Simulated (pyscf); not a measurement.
Hydrogen abstraction: `[CH2]=[CH2]` + `[H]` [doublet] → `[CH]=[CH2]` [doublet] + `[H][H]`

Gas phase, doublet surface, charge 0. Bonds broken: C1–H3. Bonds formed: H3–H7. Optimised with ωB97X-D3(BJ)/def2-SVP in PySCF.

Transition state (Å):

```xyz
7

C     -0.7577     0.1113    -0.3197
C      0.4944    -0.1297     0.0178
H     -1.7508    -0.9384     0.1076
H     -1.2229     0.9415    -0.8603
H      1.3038     0.5673    -0.2419
H      0.7776    -1.0341     0.5704
H     -2.2681    -1.5753     0.3803
```

One imaginary mode, 897i cm⁻¹; descent along it reached the two sides named.

```tsv
bond	change	reactant side (Å)	saddle	product side
C1–H3	breaks	1.099	1.507	2.8
H3–H7	forms	3.1	0.865	0.761
```

Electronic energies relative to the separated reactants (eV):

| level | barrier | reaction energy | reverse barrier |
|---|---|---|---|
| ωB97X-D3(BJ)/def2-TZVP | 0.69 | +0.43 | 0.26 |
| PBE/def2-TZVP | 0.48 | +0.39 | 0.09 |
| r²SCAN/def2-TZVP | 0.42 | +0.22 | 0.21 |
| B3LYP-D3(BJ)/def2-TZVP | 0.47 | +0.27 | 0.20 |
| PBE0-D3(BJ)/def2-TZVP | 0.60 | +0.43 | 0.17 |
| M06-2X/def2-TZVP | 0.74 | +0.37 | 0.38 |
| ωB97M-D3(BJ)/def2-TZVP | 0.70 | +0.42 | 0.28 |
| HF/def2-TZVP | 1.03 | +0.30 | 0.73 |

With ωB97M-D3(BJ)/def2-TZVP energies and thermal terms (ideal gas, 1 atm, RRHO with modes under 100 cm⁻¹ raised to 100, one conformer, R ln 2 for chiral ones without a mode under 150 cm⁻¹), in eV:

```tsv
T (K)	ΔH‡	ΔG‡	ΔH	ΔG
298	0.59	0.83	+0.33	+0.23
600	0.58	1.08	+0.34	+0.13
900	0.58	1.33	+0.34	+0.02
1200	0.58	1.58	+0.33	-0.09
```

This is the saddle that the search found; another between the same sides may lie lower. The angle at the transferred H is 175°.
